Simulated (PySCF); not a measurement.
**Chlorine: a sound run and one with changed settings**

Sound run: Cl [Ne] 3s2 3p5, Cl⁺ [Ne] 3s2 3p4. Computed with PySCF 2.14 in aug-cc-pV(D+d)Z (5s4p3d, 32 functions), with no relativity, point nucleus. The sound run starts from symmetry-adapted Hartree-Fock orbitals and uses a fine grid where one is needed.

A second run was set up differently.

| species | method | sound run (hartree) | changed run (hartree) | converged |
| --- | --- | --- | --- | --- |
| Cl | UHF | -459.47306 | -459.47306 | yes |
| Cl | M06-L | -460.13636 | -458.92191 | yes |
| Cl | r2SCAN | -460.11101 | -459.04264 | yes |
| Cl⁺ | UHF | -459.03842 | -459.03842 | yes |
| Cl⁺ | M06-L | -459.65710 | -458.35410 | yes |
| Cl⁺ | r2SCAN | -459.63125 | -458.50210 | yes |

Ionisation energy of Cl:

```
method  sound run (eV)  changed run (eV)
   UHF          11.827            11.827
 M06-L          13.041            15.451
r2SCAN          13.055            14.709
```

Task: What was changed?
A. level shift left on
B. radial grid too coarse
C. basis contracted for another Hamiltonian
D. all electrons correlated in a valence basis

Result: B. It used radial step 1.2 in ln r (0.13 in the sound run). A coarse radial grid mis-integrates the density and the exchange-correlation energy, with errors of either sign; Hartree-Fock needs no grid.
